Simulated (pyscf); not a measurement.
Optimised with ωB97X-D3(BJ)/def2-SVP in PySCF. Correlated levels are frozen-core, on RHF or UHF. ΔMP2 is the change of the MP2 total energy from the triple- to the quadruple-zeta basis.

Problem. For HB=O + CH₄ → H₃C–BH–OH, an addition across a multiple bond or ene-type step (singlet surface; C–H broken, B–C, H–O formed), PBE/def2-TZVP gives ΔE‡ = 43.6 kcal/mol and ΔE = -10.7 kcal/mol (zero: the separated reactants). In which direction and how far do r²SCAN/def2-TZVP, ωB97M-D3(BJ)/def2-TZVP, CCSD(T)/def2-TZVPP + ΔMP2(QZVPP) move these?

Solution. r²SCAN: ΔE‡ = 45.8 kcal/mol, ΔE = -12.4 kcal/mol; ωB97M-D3(BJ): ΔE‡ = 50.9 kcal/mol, ΔE = -11.1 kcal/mol; CCSD(T): ΔE‡ = 52.8 kcal/mol, ΔE = -10.7 kcal/mol. PBE's barrier lies under all of them, by 2.2 to 9.2 kcal/mol. Its reaction energy matches one of them and lies within 1.6 kcal/mol of the others. Low barriers are usual for a GGA, whose delocalisation error favours stretched bonds. At the saddle there is also a short B–H contact that neither side keeps. One saddle was located; it need not be the lowest between these sides. The CCSD(T) − MP2 part came from Ansatz, without density fitting, on the same reference.
